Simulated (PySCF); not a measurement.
MgP from Hartree–Fock to correlated methods

State: ⁴Σ⁻ (quartet), unpaired electrons σ ↑, π ↑↑. Set-up: Mg aug-cc-pVDZ, P aug-cc-pV(D+d)Z; no relativity (PySCF 2.14). De refers to Mg + P in their high-spin ground configurations, without counterpoise correction. The functionals are run spin-unrestricted. A positive dipole means Mg(−)P(+).

```json
{"Level": "UHF", "Re (Å)": "2.548", "ωe (cm⁻¹)": "311", "De (eV)": "0.269", "μ (D)": "-2.47", "CPU s a point (SCF and correlation, without the integrals)": "0.29"}
{"Level": "UHF-MP2", "Re (Å)": "2.559", "ωe (cm⁻¹)": "309", "De (eV)": "0.434", "μ (D)": "n/a", "CPU s a point (SCF and correlation, without the integrals)": "0.53"}
{"Level": "UHF-SCS-MP2", "Re (Å)": "2.569", "ωe (cm⁻¹)": "301", "De (eV)": "0.354", "μ (D)": "n/a", "CPU s a point (SCF and correlation, without the integrals)": "n/a"}
{"Level": "UHF-CCSD", "Re (Å)": "2.592", "ωe (cm⁻¹)": "270", "De (eV)": "0.287", "μ (D)": "n/a", "CPU s a point (SCF and correlation, without the integrals)": "n/a"}
{"Level": "UHF-CCSD(T)", "Re (Å)": "2.595", "ωe (cm⁻¹)": "274", "De (eV)": "0.362", "μ (D)": "n/a", "CPU s a point (SCF and correlation, without the integrals)": "18"}
{"Level": "LDA", "Re (Å)": "2.544", "ωe (cm⁻¹)": "303", "De (eV)": "1.08", "μ (D)": "-1.70", "CPU s a point (SCF and correlation, without the integrals)": "0.67"}
{"Level": "PBE", "Re (Å)": "2.576", "ωe (cm⁻¹)": "292", "De (eV)": "0.89", "μ (D)": "-1.73", "CPU s a point (SCF and correlation, without the integrals)": "0.98"}
{"Level": "BLYP", "Re (Å)": "2.605", "ωe (cm⁻¹)": "272", "De (eV)": "0.72", "μ (D)": "-1.74", "CPU s a point (SCF and correlation, without the integrals)": "0.64"}
{"Level": "r²SCAN", "Re (Å)": "2.557", "ωe (cm⁻¹)": "305", "De (eV)": "0.96", "μ (D)": "-1.97", "CPU s a point (SCF and correlation, without the integrals)": "1.4"}
{"Level": "PBE0", "Re (Å)": "2.549", "ωe (cm⁻¹)": "307", "De (eV)": "0.83", "μ (D)": "-1.93", "CPU s a point (SCF and correlation, without the integrals)": "1.7"}
{"Level": "B97-3", "Re (Å)": "2.562", "ωe (cm⁻¹)": "303", "De (eV)": "0.82", "μ (D)": "-1.95", "CPU s a point (SCF and correlation, without the integrals)": "0.83"}
```

(1) Which functional lies closest to UHF-CCSD(T) in De, which farthest, and by how much do they differ from it?

(2) What does a quarter of exact exchange do here, going from PBE to PBE0?

(3) What does the step from GGA to meta-GGA do here, going from PBE to r²SCAN?

Correlated steps freeze 6 core orbitals. Correlated levels converge slowly with the basis: in double zeta they bind strong bonds too weakly, by up to about 1 eV, and carry superposition errors of some tenths. The state was picked by a PBE0 search and need not be the measured ground state.

The whole job (state search and all levels along the bond) took about 4.8 min on 1 thread of Arm Neoverse N1 (shared host), peak memory 0.85 GiB.

Results:

(1) Closest is BLYP (+1.0 pm in Re, -0.7 % in ωe, +0.36 eV in De against UHF-CCSD(T) in the same basis), farthest LDA (-5.1 pm in Re, +10.6 % in ωe, +0.72 eV in De). CCSD(T) converges more slowly with the basis than the functionals do and binds too weakly in this one, so the order can change at the basis-set limit.

(2) PBE0 less PBE: -2.7 pm in Re, +5.1 % in ωe, -0.06 eV in De. Exact exchange removes part of the self-interaction that spreads semilocal densities, and in most molecules shortens and stiffens the bond and lowers De; so it does here.

(3) r²SCAN less PBE: -1.9 pm in Re, +4.5 % in ωe, +0.07 eV in De.
